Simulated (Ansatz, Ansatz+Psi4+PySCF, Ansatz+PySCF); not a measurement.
| atom | x (Å) | y (Å) | z (Å) |
| --- | --- | --- | --- |
| C | 0.0000 | -0.1283 | -1.0820 |
| C | 0.0000 | 0.3042 | 0.3176 |
| O | 0.0000 | -0.7408 | 1.1911 |
| H | 0.0000 | -0.3523 | 2.0777 |
| H | 0.0000 | -1.1774 | -1.3426 |
| H | 0.0000 | 0.6321 | -1.8489 |
| O | 0.0000 | 1.4626 | 0.6871 |

Basis set: cc-pVTZ (spherical functions). Left uncorrelated: 4 orbitals. Correlation on ROHF uses semicanonical orbitals with singles. Charge 0, multiplicity 2.

Computed with Ansatz (development build ahead of 0.2.0); each method stands on the lowest determinant of its kind that the runs found.

The atomization energy at this shape (free ground-state atoms in the same class of orbitals less the molecule, no zero-point energy) of doublet C₂H₃O₂:

```csv
method,atomization energy
ROHF-MP2,30.23 eV
```

Question: What does UHF-MP2 give?

Answer: 30.15 eV.
